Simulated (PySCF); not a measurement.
# Mg: ionisation energy

Mg [Ne] 3s2 (1S) → Mg⁺ [Ne] 3s1 (2S), as a difference of total energies. All numbers are calculated (PySCF 2.14, scalar relativity by spin-free X2C-1e, in cc-pVDZ-DK). Correlated levels: valence: [Ne] frozen. The calculations carry no spin-orbit coupling.

```json
{"method": "UHF", "ionisation energy (eV)": "6.634"}
{"method": "M06-L", "ionisation energy (eV)": "7.548"}
{"method": "MN15", "ionisation energy (eV)": "7.642"}
{"method": "MP2 (valence)", "ionisation energy (eV)": "7.215"}
{"method": "SCS-MP2 (valence)", "ionisation energy (eV)": "7.331"}
{"method": "CCSD (valence)", "ionisation energy (eV)": "7.527"}
```

Problem. How much does correlation contribute at MP2 (valence)?

Solution. 7.215 − (6.634) = 0.581 eV, measured against UHF.

Errors of the correlated levels include the incompleteness of this basis and the frozen core.

With two correlated electrons CCSD is exact in that space.

For comparison: 7.646 eV (measured; NIST Atomic Spectra Database, ionization energies).
